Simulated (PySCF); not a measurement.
Input file for PySCF: R-MP2/6-31G* on CH2O (SMILES C=O) with ghost functions.

```python
from pyscf import gto, scf, dft, mp
from pyscf.data.elements import chemcore

mol = gto.M(
    atom='''
    C     0.00000000   -0.60200476    1.55228866
    O     0.00000000    0.59238638    1.35511328
    H     0.00000000   -1.00937982    2.57524635
    H     0.00000000   -1.32002906    0.71694997
    ghost-C    0.00000000    0.60123980   -1.35383976
    ghost-O    0.00000000   -0.59301814   -1.55209021
    ghost-H    0.93542250    1.17427624   -1.26515132
    ghost-H   -0.93542250    1.17427624   -1.26515132
    ''',
    basis='6-31g*',
    cart=True,
    charge=0, spin=0, verbose=3, max_memory=1800)
mf = scf.RHF(mol)
mf.conv_tol = 1e-8
mf.max_cycle = 100
mf.kernel()
if not mf.converged:
    mf = mf.newton().run(mf.mo_coeff, mf.mo_occ)
pt = mp.MP2(mf, frozen=chemcore(mol)).run()
```

It printed:

```
converged SCF energy = -113.866266173527
E(RMP2) = -114.169932395919  E_corr = -0.303666222392629
E(SCS-RMP2) = -114.163600273302  E_corr = -0.297334099775535
```

The calculation finished and met its thresholds.

Cost: around 1.4 core-seconds (rough).
